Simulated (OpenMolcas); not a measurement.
# One shape, several levels: Si2H6O (disiloxane)

Aim: a comparison of 6 runs (B2PLYP/cc-pVDZ, BHLYP/cc-pVDZ, PBE0/cc-pVDZ, SVWN5/cc-pVDZ, r2SCAN/cc-pVDZ, CCSD(T)/cc-pVDZ) of Si2H6O (disiloxane). 

The calculation is run with OpenMolcas 26.06.

## Step 1: The structure to begin with

Si2H6O: 9 atoms, total charge 0, spin state singlet. As SMILES, `[SiH3]O[SiH3]`. The shape is that of a PBE0-D4/def2-TZVP optimisation.

Bond lengths: Si1–O2 1.634 Å, O2–Si3 1.634 Å, Si1–H4 1.487 Å, Si1–H5 1.483 Å, Si1–H6 1.487 Å, Si3–H7 1.483 Å, Si3–H8 1.486 Å, Si3–H9 1.487 Å. Some angles: Si1–O2–Si3 147.2°, O2–Si1–H4 110.2°, O2–Si1–H5 108.3°, O2–Si1–H6 110.2°, O2–Si3–H7 108.3°, O2–Si3–H8 110.2°, O2–Si3–H9 110.2°, H4–Si1–H5 109.6°, H4–Si1–H6 109.0°, H5–Si1–H6 109.6°.

## Step 2: A single-point energy at B2PLYP/cc-pVDZ (run 1)

Input file coord.xyz:

```xyz
9

Si    -0.710290     1.052660    -0.919520
O      0.425550     0.090990    -0.245380
Si     0.775570    -1.038810     0.881750
H     -1.787270     0.226580    -1.525660
H     -0.060640     1.872420    -1.970220
H     -1.306170     1.942760     0.111330
H      2.224270    -1.343130     0.800010
H     -0.009310    -2.275600     0.628780
H      0.448290    -0.527870     2.238910
```

Input file mol.input:

```
&GATEWAY
  BasLib
  $CurrDir
  Coord
  coord.xyz
  Basis
  cc-pVDZ
  Group
  NoSym

&SEWARD
  GridInput
  Grid=UltraFine
  End of Grid

&SCF
  KSDFT
  B2PLYP_SCF
  Thresholds
  1e-10 1e-07 1e-07 1e-05
  PrOrbitals
  1 2

&MBPT2
  Frozen
  11
```

The basis set cc-pVDZ is read from a file made from the Basis Set Exchange's data (not shown).

On the command line:

```console
$ export MOLCAS_MEM=1860
$ pymolcas mol.input > mol.log
```

Log:

```text
--- Start Module: gateway ---
[...]
--- Stop Module: gateway /rc=_RC_ALL_IS_WELL_ ---
[...]
      Basis functions           80
[...]
--- Start Module: scf ---
[...]
       Convergence after  11 Iterations
[...]
::    Total KS-DFT energy                            -657.4045254514
[...]
      Total spin, S                                     0.0000000000
[...]
      Total electronic charge=   42.000000
      Total            charge=   -0.000000
[...]
      Dipole Moment (debye):
      Origin of the operator (angstrom)=    0.1043    0.0223   -0.0602
                   X= -3.3888E-01               Y= -7.1653E-02               Z=  1.9626E-01           Total=  3.9811E-01
      Quadrupole Moment (debye*angstrom):
[...]
--- Stop Module: scf /rc=_RC_ALL_IS_WELL_ ---
[...]
--- Start Module: mbpt2 ---
[...]
 ###    WARNING: MP2 implementation intended for RHF references only         ###
 ###############################################################################
MBPT2 WARNING: Reference function according to RunFile:KS-DFT
I'll assume you know what you're doing and continue
WARNING!
Default frozen orbitals as non valence orbitals is overwritten by user input.
Default values:   5
[...]
       Reference weight ( Cref**2 )         =        0.83015
::    Total MBPT2 energy                             -657.8802329824
[...]
      Total MBPT2 calculations                           0.16      0.18
--- Stop Module: mbpt2 /rc=_RC_ALL_IS_WELL_ ---
[...]
```

It took 18 s on 1 thread of Arm Neoverse V2, shared host; peak memory 0.45 GiB.

## Step 3: Energy and gradient at BHLYP/cc-pVDZ (run 2)

Input file test.input:

```
* H6OSi2 Kohn-Sham DFT
>>> EXPORT MOLCAS_PRINT=2

&gateway
  baslib
  $CurrDir
  coord
  9
  angstrom
  Si      -0.710290       1.052660      -0.919520
  O        0.425550       0.090990      -0.245380
  Si       0.775570      -1.038810       0.881750
  H       -1.787270       0.226580      -1.525660
  H       -0.060640       1.872420      -1.970220
  H       -1.306170       1.942760       0.111330
  H        2.224270      -1.343130       0.800010
  H       -0.009310      -2.275600       0.628780
  H        0.448290      -0.527870       2.238910
  basis
  cc-pVDZ
  group
  NoSym

&seward
  gridinput
  Grid=UltraFine
  End of Grid

&scf
  ksdft
  HYB_GGA_XC_BHANDHLYP
  thresholds
  1e-10 1e-07 1e-07 1e-05
  prorbitals
  1

&alaska
```

The basis set cc-pVDZ is read from a file made from the Basis Set Exchange's data (not shown).

On the command line:

```console
$ export MOLCAS_MEM=1860
$ pymolcas test.input > test.log
```

Log:

```text
--- Start Module: gateway ---
[...]
--- Stop Module: gateway /rc=_RC_ALL_IS_WELL_ ---
[...]
      Basis functions           80
[...]
--- Start Module: scf ---
[...]
       Convergence after  11 Iterations
[...]
::    Total KS-DFT energy                            -657.8264256107
[...]
      Total spin, S                                     0.0000000000
[...]
      Total electronic charge=   42.000000
      Total            charge=   -0.000000
[...]
      Dipole Moment (debye):
      Origin of the operator (angstrom)=    0.1043    0.0223   -0.0602
                   X= -3.4336E-01               Y= -7.2617E-02               Z=  1.9883E-01           Total=  4.0336E-01
      Quadrupole Moment (debye*angstrom):
[...]
--- Stop Module: scf /rc=_RC_ALL_IS_WELL_ ---
[...]
--- Start Module: alaska ---
[...]
 *              Molecular gradients               *
 **************************************************
  Irreducible representation: a
 ------------------------------------------------------------------------------------------
                              X                       Y                       Z
 ------------------------------------------------------------------------------------------
  SI1               1.41412612918277E-02   -1.28047671783360E-02    9.32281713876026E-03
  O2               -9.18432487751364E-03   -1.97635965911669E-03    5.28882641473505E-03
  SI3              -5.39070495901850E-03    1.46861948617332E-02   -1.43644470947546E-02
  H4                4.02794224911851E-05   -1.13324805220749E-04   -6.73400447359640E-06
  H5                2.39373620356531E-04   -1.73265207714657E-05   -5.48552767067889E-05
  H6                6.59025359297516E-05   -4.77001429466384E-06    9.06259492663430E-05
  H7                1.50921684060279E-04    1.08016449855253E-04   -1.61943515381555E-04
  H8               -4.50251584518391E-05    9.77713823102633E-06   -1.10567627499003E-04
[...]
--- Stop Module: alaska /rc=_RC_ALL_IS_WELL_ ---
[...]
```

Wall time 27 s (1 thread of Arm Neoverse V2, shared host); peak memory 0.45 GiB.

## Step 4: Energy and forces at PBE0/cc-pVDZ (run 3)

coord.xyz is that of step 2.

Input file test.inp:

```
* H6OSi2 Kohn-Sham DFT
>>> EXPORT MOLCAS_PRINT=2

&GATEWAY
  BasLib
  $CurrDir
  Coord
  coord.xyz
  Basis
  cc-pVDZ
  Group
  NoSym

&SEWARD
  GridInput
  Grid=UltraFine
  End of Grid

&SCF
  KSDFT
  PBE0
  Thresholds
  1e-10 1e-07 1e-07 1e-05
  PrOrbitals
  1

&ALASKA
```

The basis set cc-pVDZ is read from a file made from the Basis Set Exchange's data (not shown).

On the command line:

```console
$ export MOLCAS_MEM=1860
$ pymolcas test.inp > test.log
```

Log:

```text
--- Start Module: gateway ---
[...]
--- Stop Module: gateway /rc=_RC_ALL_IS_WELL_ ---
[...]
      Basis functions           80
[...]
--- Start Module: scf ---
[...]
       Convergence after  14 Iterations
[...]
::    Total KS-DFT energy                            -657.5248815096
[...]
      Total spin, S                                     0.0000000000
[...]
      Total electronic charge=   42.000000
      Total            charge=   -0.000000
[...]
      Dipole Moment (debye):
      Origin of the operator (angstrom)=    0.1043    0.0223   -0.0602
                   X= -3.1074E-01               Y= -6.5608E-02               Z=  1.8007E-01           Total=  3.6508E-01
      Quadrupole Moment (debye*angstrom):
[...]
--- Stop Module: scf /rc=_RC_ALL_IS_WELL_ ---
[...]
--- Start Module: alaska ---
[...]
 *              Molecular gradients               *
 **************************************************
  Irreducible representation: a
 ------------------------------------------------------------------------------------------
                              X                       Y                       Z
 ------------------------------------------------------------------------------------------
  SI1               1.60068937845583E-02   -1.33103893149098E-02    9.24929075692216E-03
  O2               -1.37257246255595E-02   -2.94045203061266E-03    7.91559898964689E-03
  SI3              -4.64326591330178E-03    1.57543456462417E-02   -1.57933624440503E-02
  H4                3.60637569961941E-03    2.47706611569876E-03    2.09657254232942E-03
  H5               -2.05008410298224E-03   -2.62566036966971E-03    3.36418550800177E-03
  H6                2.07414896314440E-03   -3.05267032252621E-03   -3.18043603604190E-03
  H7               -4.62231583787887E-03    9.93808380518546E-04    2.44992737848518E-04
  H8                2.40987326611286E-03    4.16280214688181E-03    6.48686458931069E-04
[...]
--- Stop Module: alaska /rc=_RC_ALL_IS_WELL_ ---
[...]
```

Wall time 31 s (1 thread of Arm Neoverse V2, shared host); peak memory 0.45 GiB.

Runs 4 to 5 aren't shown in full; the table further down has their settings and results.

## Step 5: A single-point energy at CCSD(T)/cc-pVDZ (run 6)

Input file struct.xyz:

```xyz
9

Si    -0.710290     1.052660    -0.919520
O      0.425550     0.090990    -0.245380
Si     0.775570    -1.038810     0.881750
H     -1.787270     0.226580    -1.525660
H     -0.060640     1.872420    -1.970220
H     -1.306170     1.942760     0.111330
H      2.224270    -1.343130     0.800010
H     -0.009310    -2.275600     0.628780
H      0.448290    -0.527870     2.238910
```

Input file job.inp:

```
>>> EXPORT MOLCAS_PRINT=2

&GATEWAY
 BasLib=$CurrDir
 Coord=struct.xyz
 Basis=cc-pVDZ
 Group=NoSym

&SEWARD

&SCF
 Thresholds=1e-10 1e-07 1e-07 1e-05
 PrOrbitals=1 2

&RASSCF
 FileOrb=$Project.ScfOrb
 Spin=1
 Nactel=0 0 0
 Inactive=21
 Ras2=0
 OutOrbitals=Canonical
 OrbListing=Nothing

&MOTRA
 JobIph
 Frozen=11

&CCSDT
 CCT
 Triples=2
 Iterations=80
 Accuracy=1e-08
 Extrapolation=5 4
```

The basis set cc-pVDZ is read from a file made from the Basis Set Exchange's data (not shown).

On the command line:

```console
$ export MOLCAS_MEM=1860
$ pymolcas job.inp > job.log
```

Log:

```text
--- Start Module: gateway ---
[...]
--- Stop Module: gateway /rc=_RC_ALL_IS_WELL_ ---
[...]
      Basis functions           80
[...]
       Convergence after  11 Iterations
[...]
::    Total SCF energy                               -656.2852715290
[...]
      Total spin, S                                     0.0000000000
[...]
      Number of active orbitals                  0
[...]
      Spin quantum number                      0.0
[...]
      Active orbitals                            0
[...]
      Number of CSFs                             1
[...]
      Number of root(s) required                 1
[...]
      Convergence after  4 iterations
[...]
      Natural orbitals and occupation numbers for root  1
      ************************************************************************************************************************
      *                                                    Final results                                                     *
      ************************************************************************************************************************
[...]
::    RASSCF root number  1 Total energy:   -656.28527153
[...]
      Total electronic charge=   42.000000
      Total            charge=   -0.000000
[...]
      Dipole Moment (debye):
      Origin of the operator (angstrom)=    0.1043    0.0223   -0.0602
                   X= -3.7918E-01               Y= -8.0253E-02               Z=  2.1952E-01           Total=  4.4543E-01
      Quadrupole Moment (debye*angstrom):
[...]
--- Start Module: motra ---
[...]
      *** WARNING: Default frozen orbitals is overwritten by user input.
      *** Default values:   5
[...]
--- Stop Module: motra /rc=_RC_ALL_IS_WELL_ ---
--- Start Module: ccsdt ---
[...]
      Convergence after                    15  Iterations
      Total energy (diff) :    -656.72098992      -0.00000000
[...]
 METHOD                       : CCSD+T(CCSD)+<T3(1)WT1> = CCSD(T)
[...]
       CCSD     =      -656.7209899156763
[...]
--- Stop Module: ccsdt /rc=_RC_ALL_IS_WELL_ ---
[...]
```

It took 24 s on 1 thread of Arm Neoverse V2, shared host; peak memory 0.45 GiB.

## Step 6: Overview of the runs

| run | level | task | frozen core orbitals | energy (Eh) | dipole moment (D) of the reference | HOMO energy (eV) | LUMO energy (eV) | wall time |
| --- | --- | --- | --- | --- | --- | --- | --- | --- |
| 1 | B2PLYP/cc-pVDZ | energy | 11 | -657.532966 | 0.40 | -9.90 | 1.51 | 18 s |
| 2 | BHLYP/cc-pVDZ | gradient | – | -657.826426 | 0.40 | -9.93 | 1.20 | 27 s |
| 3 | PBE0/cc-pVDZ | gradient | – | -657.524882 | 0.37 | -8.56 | 0.22 | 31 s |
| 4 | SVWN5/cc-pVDZ | gradient | – | -654.935940 | 0.34 | -7.13 | -0.94 | 21 s |
| 5 | r2SCAN/cc-pVDZ | gradient | – | -657.762407 | 0.33 | -7.49 | -0.30 | 41 s |
| 6 | CCSD(T)/cc-pVDZ | energy | 11 | -656.729831 | 0.45 | -12.14 | 3.60 | 24 s |

## Step 7: Summary of results

```
                                           quantity          value
                                run 6: total energy  -656.72983 Eh
          run 6: dipole moment (mean-field density)         0.45 D
         run 6: HOMO energy (Hartree–Fock orbitals)      -12.14 eV
         run 6: LUMO energy (Hartree–Fock orbitals)        3.60 eV
       run 6: HOMO–LUMO gap (Hartree–Fock orbitals)       15.75 eV
run 6: correlation energy (11 core orbitals frozen)     -444.6 mEh
                              run 6: (T) correction      -8.84 mEh
```

**Reading.** Over runs 1, 2, 3, 4, 5 the dipole moment (its size) runs from 0.33 D (r2SCAN/cc-pVDZ) to 0.40 D (BHLYP/cc-pVDZ). Over runs 1, 2, 3, 4, 5 the HOMO–LUMO gap runs from 6.19 eV (SVWN5/cc-pVDZ) to 11.41 eV (B2PLYP/cc-pVDZ). A double hybrid's value is that of its SCF part. For B2PLYP the log adds the whole second-order term; the table takes 0.27 of it, as the functional is defined. Totals of different functionals can't be ranked against each other. All runs together took 2.7 min, the longest 41 s.
